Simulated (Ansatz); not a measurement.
# hcp Au (model structure)

These are r²SCAN+rVV10 (Ansatz, a first-principles code, plane waves, PAW) values and carry that method's errors.

Settings: plane-wave cutoff 500 eV, 30×30×16 k mesh (along the axes of the cell as run), Fermi–Dirac smearing 0.1 eV, scalar-relativistic PAW data made under PBE.

Cell (relaxed at this level):

```xyz
2
Lattice="1.4381 -2.4908 0.0000 1.4381 2.4908 0.0000 0.0000 0.0000 4.8192" Properties=species:S:1:pos:R:3 pbc="T T T"
Au     1.4381     0.8303     1.2048
Au     1.4381    -0.8303     3.6144
```

- band gap: none

Note: the relaxation could raise the start's symmetry but not lower it, so the cell can be a saddle point.

Spin–orbit coupling is not included; it can shift volumes and moduli of such heavy elements.

Computing time: roughly 5 core-minutes.

A model structure was made by putting elements into a prototype or built by hand; it is no filed structure, need not be a known phase, and can be a saddle point held by its symmetry.
